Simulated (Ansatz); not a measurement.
in.yaml

```yaml
crystal:
  periodic: [false, false, false]
  atoms:
    - {symbol: Cu, position_ang: [0.000000, 0.000000, 0.000000]}
    - {symbol: Cl, position_ang: [0.000000, 0.000000, 2.075895]}
basis:
  gaussian: {orbitals: STO-3G}
total_charge: 1
magnetization: {spin_polarized: false, initial_magnetization: 1}
correlation: {method: fic_nevpt4_sd, electrons: outside_noble_gas, active_space: {window: {electrons: 5, orbitals: 4}, states: [{multiplicity: 2, weights: [1, 1, 1, 0.5]}]}}
accuracy: high
```

```sh
$ ansatz run in.yaml --threads 1 --pin off --events-out ev --progress --plain --max-ram 2393MiB
```

Log:

```
371 factors; integrals over basis functions are off by at most 4.8e-9 eV
mean field evaluation 1: about -56447.9712 eV, gradient 3.6e1 eV
mean field evaluation 2: about -56448.1863 eV, gradient 3.6e1 eV
mean field evaluation 4: about -56449.7925 eV, gradient 2.5e1 eV
mean field evaluation 8: about -56454.7914 eV, gradient 7.5e0 eV
mean field evaluation 16: about -56455.3512 eV, gradient 2.3e-1 eV
mean field evaluation 32: about -56455.3880 eV, gradient 2.7e-4 eV
mean field evaluation 64: about -56455.3521 eV, gradient 1.1e-7 eV
mean field evaluation 96: about -56455.3723 eV, gradient 1.4e0 eV
mean field evaluation 128: about -56454.4172 eV, gradient 2.4e0 eV
mean field evaluation 160: about -56453.5824 eV, gradient 1.4e-2 eV
mean field evaluation 192: about -56453.5824 eV, gradient 3.2e-2 eV
mean field evaluation 224: about -56455.3521 eV, gradient 1.8e-4 eV
mean field evaluation 256: about -56455.3858 eV, gradient 1.0e-1 eV
mean field evaluation 288: about -56453.6193 eV, gradient 7.7e-1 eV
mean field evaluation 320: about -56456.1069 eV, gradient 2.3e0 eV
mean field evaluation 352: about -56451.8074 eV, gradient 1.2e1 eV
mean field evaluation 384: about -56454.4644 eV, gradient 9.3e0 eV
mean field evaluation 416: about -56455.3638 eV, gradient 3.1e-2 eV
mean field evaluation 448: about -56455.3521 eV, gradient 2.8e-3 eV
mean field evaluation 480: about -56450.6383 eV, gradient 1.0e0 eV
mean field -56456.14676186 eV, -2074.7251261476 hartree, gradient 2.2e-8 eV, S^2 0.750000; 25 other end points of the search recorded, 0 dependent functions left out
reference -56456.14676186 eV, -2074.7251261476 hartree; 23, 22 occupied and 4, 5 virtual orbitals, 371 factors
state -56459.95562932 eV, -2074.8650994451 hartree
state -56459.87610835 eV, -2074.8621771031 hartree
state -56459.57269146 eV, -2074.8510267383 hartree
state -56456.98440027 eV, -2074.7559087914 hartree
state -56459.95562932 eV, -2074.8650994451 hartree; corrected -56460.93759600 eV, -2074.9011860550 hartree
state -56459.87610835 eV, -2074.8621771031 hartree; corrected -56460.91383645 eV, -2074.9003129078 hartree
state -56459.57269146 eV, -2074.8510267383 hartree; corrected -56460.64543252 eV, -2074.8904492450 hartree
state -56456.98440027 eV, -2074.7559087914 hartree; corrected -56457.93459186 eV, -2074.7908276884 hartree
state -56460.39140421 eV, -2074.8811138768 hartree
state -56457.01073388 eV, -2074.7568765338 hartree
state -56457.01069040 eV, -2074.7568749360 hartree
state -56455.90535562 eV, -2074.7162546321 hartree
state -56460.39140421 eV, -2074.8811138768 hartree; corrected -56461.38639164 eV, -2074.9176789904 hartree
state -56457.01073388 eV, -2074.7568765338 hartree; corrected -56458.03729183 eV, -2074.7946018427 hartree
state -56457.01069040 eV, -2074.7568749360 hartree; corrected -56458.03803035 eV, -2074.7946289826 hartree
state -56455.90535562 eV, -2074.7162546321 hartree; corrected -56458.76274953 eV, -2074.8212619215 hartree
state -56459.95562932 eV, -2074.8650994451 hartree; corrected -56460.93759600 eV, -2074.9011860550 hartree
state -56459.87610835 eV, -2074.8621771031 hartree; corrected -56460.91383645 eV, -2074.9003129078 hartree
state -56459.57269146 eV, -2074.8510267383 hartree; corrected -56460.64543252 eV, -2074.8904492450 hartree
state -56456.98440027 eV, -2074.7559087914 hartree; corrected -56457.93459186 eV, -2074.7908276884 hartree
state -56454.71981345 eV, -2074.6726867610 hartree
state -56452.85168504 eV, -2074.6040343082 hartree
state -56452.82704799 eV, -2074.6031289133 hartree
state -56450.95228842 eV, -2074.5342327696 hartree
state -56454.71981345 eV, -2074.6726867610 hartree; corrected -56456.75739987 eV, -2074.7475666808 hartree
state -56452.85168504 eV, -2074.6040343082 hartree; corrected -56454.16388612 eV, -2074.6522568083 hartree
state -56452.82704799 eV, -2074.6031289133 hartree; corrected -56453.97444157 eV, -2074.6452948495 hartree
state -56450.95228842 eV, -2074.5342327696 hartree; corrected -56451.87969063 eV, -2074.5683141723 hartree
state -56459.95562932 eV, -2074.8650994451 hartree; corrected -56460.93759600 eV, -2074.9011860550 hartree
state -56459.87610835 eV, -2074.8621771031 hartree; corrected -56460.91383645 eV, -2074.9003129078 hartree
state -56459.57269146 eV, -2074.8510267383 hartree; corrected -56460.64543252 eV, -2074.8904492450 hartree
state -56456.98440027 eV, -2074.7559087914 hartree; corrected -56457.93459186 eV, -2074.7908276884 hartree
1 active orbitals were swapped for others, from the solution at -56457.81266483 eV, -2074.7863469528 hartree to that at -56459.39889894 eV, -2074.8446399808 hartree; typed "places" are swapped only where nearly empty or full, and so, without "given_window_search", are "orbital_numbers", "shells" and a window whose orbitals a file names under [Active]
Total energy: -56460.41833169 eV, -2074.8821034434 hartree
```

Natural occupations, averaged over the states: 1.3979 1.3589 1.2429 1.0004.

The total printed last is the weighted mean of the 4 states, 0.519 eV above the lowest of them, and is no single state's energy.

Ran on 1 thread of Intel Xeon, shared host: 1.8 min wall, 0.19 GiB peak host memory.
